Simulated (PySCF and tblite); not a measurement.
Results of a calculation; reference values are marked as such.
System: C3H3FN2, numbered as in [F:1][c:2]1[cH:3][n:4][nH:5][cH:6]1.

Level: PBE0/pcSseg-1 + D3(BJ) on B3LYP-D3(BJ)/def2-SVP stationary points, with GFN2-xTB thermal terms. Rates follow Eyring's equation with the number of equivalent paths and no tunnelling. Run with tblite and PySCF.

Tunnelling of the moving H, left out here, will speed the real process. In real samples such hydrogens mostly exchange between molecules or through solvent, far faster than by this path.

Problem. Estimate the barrier and the room-temperature rate of the shift of H on N5 from N5 to N4.

Solution. The electronic barrier is 49.6 kcal/mol and ΔG‡(298 K) 45.6 kcal/mol, over a Cs saddle with an imaginary mode of 1590i cm⁻¹ (GFN2-xTB). With 2 equivalent paths, k is 4.9×10⁻²¹ s⁻¹.
